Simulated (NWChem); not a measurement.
**CHO (+1) in NWChem**

```xyz
3

C      0.0000     0.0000    -0.5219
O      0.0000     0.0000     0.5966
H      0.0000     0.0000    -1.6409
```
Charge +1, spin multiplicity 1.

The numbers come from NWChem runs, not from measurements. Structure: optimised with PBE/def2-SVP, a minimum by its harmonic frequencies.

Symmetry labels belong to the abelian group C2v used in the runs, with the axes of the coordinates shown; states degenerate in a higher group split over its labels.

The structure started from a generated list of species.

Question: List the lowest 5 singlet excitations that CIS/def2-SVPD gives, with oscillator strengths.

Answer: 
| state | symmetry | energy (eV) | wavelength (nm) | f |
|---|---|---|---|---|
| 1 | a2 | 8.80 | 141 | 0.000 |
| 2 | a2 | 9.33 | 133 | 0.000 |
| 3 | a1 | 9.33 | 133 | 0.000 |
| 4 | b1 | 12.53 | 99 | 0.000 |
| 5 | b2 | 12.53 | 99 | 0.000 |
